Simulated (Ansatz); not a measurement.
1T (CdI2-type) VSe2 (undistorted form, which takes a superstructure on cooling) was calculated with r²SCAN (plane waves, PAW; Ansatz, a quantum-chemistry and plane-wave program).

Problem. Give the computed interlayer binding energy, layer repeat distance and gap between the layers.

Solution. 
interlayer binding energy: 6.3 meV/Å²
layer repeat distance: 6.488 Å
gap between the layers: 3.388 Å

Note: the cell comes from a level without a dispersion term, which matters for the spacing of layers, chains or molecules; the volume lies 5 % above that of the published cell; the cell has widely spaced layers and the level no dispersion term, so their spacing and the moduli can rest on weak binding.

Computed values are for the static lattice.
